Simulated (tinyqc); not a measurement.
Worked calculation (part 2 of 2): ROHF in the sto-3g basis, for LiH+, spin multiplicity 2. Computed by tinyqc, a small Python program that keeps every step (integrals from PySCF). Command: `OMP_NUM_THREADS=1 python tinyqc.py 23909 23910 out.jsonl` (the two numbers bound the seeds that draw the settings). One thread of a shared host (Intel(R) Xeon(R) Processor @ 2.60GHz), about 0.09 s of CPU time with the checks.

Geometry (angstrom):
```
atom,x,y,z
Li,0.000000,0.000000,0.000000
H,0.000000,0.000000,2.432000
```

## Iteration 9 (converged): orbitals

converged F (hartree), lower triangle:
```
,1Li 1s,1Li 2s,1Li 2px,1Li 2py,1Li 2pz,2H 1s
1Li 1s,-2.719525
1Li 2s,-0.727454,-0.351626
1Li 2px,0.000000,0.000000,-0.088311
1Li 2py,0.000000,0.000000,0.000000,-0.088311
1Li 2pz,0.000046,0.003021,0.000000,0.000000,-0.091722
2H 1s,-0.031978,-0.116644,0.000000,0.000000,-0.163052,-0.350253
```

X:
```
,1,2,3,4,5,6
1Li 1s,0.371750,0.720453,0.000000,0.000000,0.580075,0.264935
1Li 2s,-0.655026,-0.551454,0.000000,0.000000,0.448007,0.429430
1Li 2px,0.000000,0.000000,0.850380,-0.526169,0.000000,0.000000
1Li 2py,0.000000,0.000000,0.526169,0.850380,0.000000,0.000000
1Li 2pz,-0.645015,0.547863,0.000000,0.000000,-0.480794,0.408264
2H 1s,0.831835,-0.331394,0.000000,0.000000,-0.279268,0.536325
```

Diagonalise F' = X^T F X, C = X C', fill 2 alpha and 1 beta electrons from the bottom; D(s) = C_occ C_occ^T. Each column has its largest component positive (the first on a tie).

F' = X^T F X (hartree), lower triangle:
```
,1,2,3,4,5,6
1,-0.168106
2,-0.330207,-0.976419
3,0.000000,0.000000,-0.088311
4,0.000000,0.000000,0.000000,-0.088311
5,-0.316110,-1.047572,0.000000,0.000000,-1.417841
6,-0.305657,-0.497110,0.000000,0.000000,-0.643731,-0.670443
```

orbital energies (hartree): MO1 -2.721693, MO2 -0.364289, MO3 -0.153817, MO4 -0.088311, MO5 -0.088311, MO6 0.006991

coefficients C:
```
,MO1,MO2,MO3,MO4,MO5,MO6
1Li 1s,0.992256,-0.052682,-0.257404,0.000000,0.000000,-0.101604
1Li 2s,0.030523,0.154132,0.963960,0.000000,0.000000,0.405431
1Li 2px,0.000000,0.000000,0.000000,0.131096,0.991370,0.000000
1Li 2py,0.000000,0.000000,0.000000,0.991370,-0.131096,0.000000
1Li 2pz,0.000951,0.160214,-0.354946,0.000000,0.000000,0.981012
2H 1s,-0.003838,0.897116,-0.166470,0.000000,0.000000,-0.578675
```

D(alpha) after iteration 9, lower triangle:
```
,1Li 1s,1Li 2s,1Li 2px,1Li 2py,1Li 2pz,2H 1s
1Li 1s,0.987347
1Li 2s,0.022167,0.024688
1Li 2px,0.000000,0.000000,0.000000
1Li 2py,0.000000,0.000000,0.000000,0.000000
1Li 2pz,-0.007497,0.024723,0.000000,0.000000,0.025669
2H 1s,-0.051071,0.138157,0.000000,0.000000,0.143727,0.804831
```

D(beta) after iteration 9, lower triangle:
```
,1Li 1s,1Li 2s,1Li 2px,1Li 2py,1Li 2pz,2H 1s
1Li 1s,0.984572
1Li 2s,0.030287,0.000932
1Li 2px,0.000000,0.000000,0.000000
1Li 2py,0.000000,0.000000,0.000000,0.000000
1Li 2pz,0.000944,0.000029,0.000000,0.000000,0.000001
2H 1s,-0.003809,-0.000117,0.000000,0.000000,-0.000004,0.000015
```

Within a degenerate level the vectors are fixed only up to a rotation; this is one choice.

## Convergence

Stop when the energy changes by less than 1e-08 hartree and every element of the error matrix X^T (F D S - S D F) X is below 3e-05.

Course of the cycle:
```
iteration,E (hartree),change,largest element of the error matrix
1,-6.30437923,-,5.85e-02
2,-7.57648079,-1.27e+00,7.18e-02
3,-7.59913179,-2.27e-02,4.89e-02
4,-7.61632421,-1.72e-02,2.10e-02
5,-7.61697801,-6.54e-04,5.78e-03
6,-7.61712865,-1.51e-04,3.10e-03
7,-7.61721137,-8.27e-05,2.57e-04
8,-7.61721166,-2.88e-07,2.05e-05
9,-7.61721166,-5.43e-10,2.60e-06
```

PySCF ROHF in the same basis = -7.61721166 hartree

Converged in 9 iterations.

## Populations, bond orders and dipole

overlap S, lower triangle:
```
,1Li 1s,1Li 2s,1Li 2px,1Li 2py,1Li 2pz,2H 1s
1Li 1s,1.000000
1Li 2s,0.241137,1.000000
1Li 2px,0.000000,0.000000,1.000000
1Li 2py,0.000000,0.000000,0.000000,1.000000
1Li 2pz,0.000000,0.000000,0.000000,0.000000,1.000000
2H 1s,0.009747,0.209635,0.000000,0.000000,0.312549,1.000000
```

Mulliken: Z minus the diagonal of D S on the atom; Loewdin: the same with S^(1/2) D S^(1/2); Mayer order: 2 sum_s sum (D(s) S)_ij (D(s) S)_ji over the two atoms.

Charges (e):
```
atom,Mulliken,Loewdin,Mulliken spin
1Li,0.878170,0.851135,0.121734
2H,0.121830,0.148865,0.878266
```

Mayer bond orders:
```
pair,order
2-1,0.213806
```

dipole moment about the origin, x y z (debye): 0.000000  0.000000  0.651476
